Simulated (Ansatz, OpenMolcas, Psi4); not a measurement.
## CH5Si (SMILES C[SiH2]): methods side by side

CH5Si: 7 atoms, total charge 0, spin state doublet. SMILES: `C[SiH2]`. Geometry: relaxed at PBE0-D4/def2-TZVP.

Each level gives the vertical energy of the quartet above the doublet (eV). The values are calculated.

| level | kind | program | value (eV) | less CCSD(T)/aug-cc-pVDZ | CPU time (all runs) |
| --- | --- | --- | --- | --- | --- |
| UHF/aug-cc-pVDZ | Hartree–Fock | OpenMolcas | 7.64 | -0.22 | 21 s |
| USVWN5/aug-cc-pVDZ | LDA | OpenMolcas | 7.45 | -0.41 | 74 s |
| UBLYP/aug-cc-pVDZ | GGA | OpenMolcas | 7.44 | -0.42 | 2.1 min |
| U-r2SCAN/aug-cc-pVDZ | meta-GGA | OpenMolcas | 7.62 | -0.24 | 2.5 min |
| UM06-2X/aug-cc-pVDZ | hybrid meta-GGA | OpenMolcas | 8.27 | +0.41 | 3.4 min |
| UMP2/aug-cc-pVDZ | perturbation theory | Psi4 | 8.27 | +0.41 | 28 s |
| ROCCSD(T)/aug-cc-pVDZ | coupled cluster or CI | OpenMolcas | 7.86 | 0.00 | 64 s |
| FCI/STO-3G | exact in the basis | Ansatz | 12.21 | +4.35 | 48 s |

Differences are taken from ROCCSD(T)/aug-cc-pVDZ for orientation; it has basis-set and higher-order errors of its own. The values span 7.44 to 12.21 eV. High-level rows in very small sets aren't better than simpler rows in larger ones. Times are those of the runs behind each value, whatever else they computed, on shared processors of several kinds: orders of magnitude only.
